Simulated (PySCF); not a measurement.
# NS (Mononitrogen monosulfide) at UCAM-B3LYP/cc-pVTZ

Aim: the energy change on altering one bond length of NS (Mononitrogen monosulfide) at UCAM-B3LYP/cc-pVTZ, from 2 runs. Input form: a Python script.

The results are computed with PySCF 2.14.0.

7 further runs of the same task are left out: 2 that didn't finish, 5 set aside as unsound or not needed.

**1. The structure to begin with**

NS: 2 atoms, total charge 0, spin state doublet. SMILES: `[N]=S`. Geometry: relaxed at GFN2-xTB.

Bond lengths: N1–S2 1.463 Å.

**2. A single-point energy at UCAM-B3LYP/cc-pVTZ**

input.xyz reads:

```xyz
2
NS
N      0.000000     0.000000     0.000000
S      0.000000     0.000000     1.463180
```

run.py reads:

```python
# Mononitrogen monosulfide
from pyscf import gto, dft

mol = gto.M(
    atom='input.xyz',
    max_memory=1860,
    basis='cc-pvtz',
    spin=1,
    charge=0,
    verbose=3,
)

calc0 = dft.UKS(mol)
calc0.xc = 'cam-b3lyp'
calc0.grids.level = 5
calc0.conv_tol = 1e-10
calc0.kernel()
if not calc0.converged:
    calc0 = calc0.newton().run(calc0.mo_coeff, calc0.mo_occ)

etot = calc0.e_tot
print(f'total energy: {etot:.8f} hartree')
```

Run with:

```sh
$ OMP_NUM_THREADS=1 python run.py
```

Standard output:

```text
WARN: HOMO -0.14776425843173 >= LUMO -0.147764258431732

converged SCF energy = -452.885637337383  <S^2> = 0.75781741  2S+1 = 2.0078022
total energy: -452.88563734 hartree
```

It took 9.9 s on 1 thread of Arm Neoverse V2, shared host; peak memory 0.31 GiB.

**3. The distorted shape**

run.py reads:

```python
from pyscf import gto, dft

molecule = gto.M(
    atom='N 0.000000 0.000000 -1.755820; S 0.000000 0.000000 1.463180',
    max_memory=1860,
    verbose=3,
    spin=1,
    basis='cc-pvtz',
)

calc0 = dft.UKS(molecule, xc='cam-b3lyp')
calc0.conv_tol = 1e-10
calc0.grids.level = 5
calc0.kernel()
if not calc0.converged:
    calc0 = calc0.newton().run(calc0.mo_coeff, calc0.mo_occ)

e_final = calc0.e_tot
print('Final energy', e_final)
```

Run with:

```sh
$ OMP_NUM_THREADS=1 python run.py
```

Standard output:

```text
converged SCF energy = -452.71292389161  <S^2> = 2.7523463  2S+1 = 3.465456
Final energy -452.7129238916103
```

Run time: 20 s. Hardware: 1 thread of Arm Neoverse V2, shared host; peak memory 0.31 GiB.

**4. Summary of results**

At UCAM-B3LYP/cc-pVTZ:

| quantity | value |
| --- | --- |
| first shape: total energy | -452.88564 Eh |
| first shape: dipole moment | 1.91 D |
| first shape: HOMO energy (highest over α and β) | -7.53 eV |
| first shape: LUMO energy (lowest over α and β) | -2.13 eV |
| first shape: ⟨S²⟩ | 0.758 |
| distorted shape: total energy | -452.71292 Eh |
| distorted shape: dipole moment | 0.14 D |
| distorted shape: HOMO energy (highest over α and β) | -8.67 eV |
| distorted shape: LUMO energy (lowest over α and β) | -3.31 eV |
| distorted shape: ⟨S²⟩ | 2.752 |
| energy change with the N1–S2 bond stretched from 1.463 to 3.219 Å | 4.700 eV |

In words: With the N1–S2 bond stretched from 1.463 to 3.219 Å the energy rises by 4.70 eV (108 kcal/mol). The first shape isn't relaxed at this level, so the change isn't measured from a minimum. ⟨S²⟩ (distorted shape) is 2.75 where a pure doublet has 0.75: the reference is spin-contaminated.
